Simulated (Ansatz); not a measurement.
## Reading a saddle point

A first-order saddle point of CH7ClSi, singlet, PBE0-D4/def2-TZVP, with one imaginary mode of 776i cm⁻¹:

Si1  (-0.559, -0.108, -0.411)
H2  (0.329, -1.218, -1.374)
H3  (-1.405, -1.339, -0.269)
H4  (-1.394, 0.832, -1.180)
C5  (0.097, 0.250, 1.283)
H6  (0.828, -0.494, -1.509)
Cl7  (1.396, 1.158, -1.412)
H8  (0.970, -0.378, 1.475)
H9  (-0.668, 0.007, 2.026)
H10  (0.406, 1.290, 1.371)
(Å)

Computed with Ansatz 0.2.0 (basis: def2-TZVPP and def2-QZVPP); correlated methods freeze the cores. Extrapolation: Hartree–Fock as exp(−7.88 √X), correlation as X^−2.97.

(1) Which contacts change along the imaginary mode, and what lies on either side? (Judge from chemistry; the calculation decides.)

(2) Which side is lower, and how far does the saddle lie above each? (Judge from chemistry; the value comes from the calculation.)

T1 diagnostic: at most 0.011.

Results:

(1) The calculation gives: The step is CH₆Si ([CH3][SiH3]) + HCl → CH₅ClSi ([CH3][SiH2][Cl]) + H₂, with the molecules in contact on both sides. Shortening one way: Si1–Cl7, H2–H6; lengthening the same way: Si1–H2, H6–Cl7.
```csv
pair,one side (Å),saddle (Å),other side (Å)
Si1–Cl7,4.11,2.54,2.06
H2–H6,1.89,0.89,0.75
Si1–H2,1.50,1.72,3.88
H6–Cl7,1.29,1.75,3.16
```

(2) By the calculation: The side with Si1–Cl7, H2–H6 short is lower by 78.2 kJ/mol; the saddle lies 230.7 kJ/mol above it and 152.5 kJ/mol above the other (CCSD(T) at an estimated basis limit (MP2 extrapolated from triple and quadruple zeta, plus CCSD(T) − MP2 in triple zeta); electronic energies).

Labels in which every atom is bracketed show which atoms are joined, not bond orders.

For scale, one of the runs: CCSD(T)/def2-TZVPP, 213 basis functions, launched by `ansatz run in.yaml --threads 4 --pin off --events-out ev --progress --plain --max-ram 9574MiB`. The run took 33 s on 4 CPU threads of an Arm Neoverse V1 (shared host), with 2.8 GiB of host memory at its peak.
